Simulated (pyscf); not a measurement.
Structures and frequencies: ωB97X-D3(BJ)/def2-SVP in PySCF.

Problem. For H₂As–GaH–AsH₂ (SMILES [AsH2][GaH][AsH2]) -> HAs=Ga–AsH₂ (SMILES [AsH]=[Ga][AsH2]) + H₂ (SMILES [H][H]), an elimination (singlet surface; As–H, Ga–H broken, H–H formed), PBE/def2-TZVP gives ΔE‡ = 40.9 kcal/mol and ΔE = +20.1 kcal/mol (zero: the reactant's lowest minimum found). In which direction and how far do PBE0-D3(BJ)/def2-TZVP, M06-2X/def2-TZVP, ωB97M-D3(BJ)/def2-TZVP move these?

Solution. PBE0-D3(BJ): ΔE‡ = 46.9 kcal/mol, ΔE = +25.2 kcal/mol; M06-2X: ΔE‡ = 49.4 kcal/mol, ΔE = +22.1 kcal/mol; ωB97M-D3(BJ): ΔE‡ = 52.6 kcal/mol, ΔE = +26.0 kcal/mol. PBE's barrier lies under all of them, by 6.1 to 11.7 kcal/mol. Its reaction energy lies under all of them, by 2.0 to 5.9 kcal/mol. At the saddle there is also a short Ga–H contact that neither side keeps. One saddle was located; it need not be the lowest between these sides. Elements up to Kr have no core potential and no relativistic terms here.
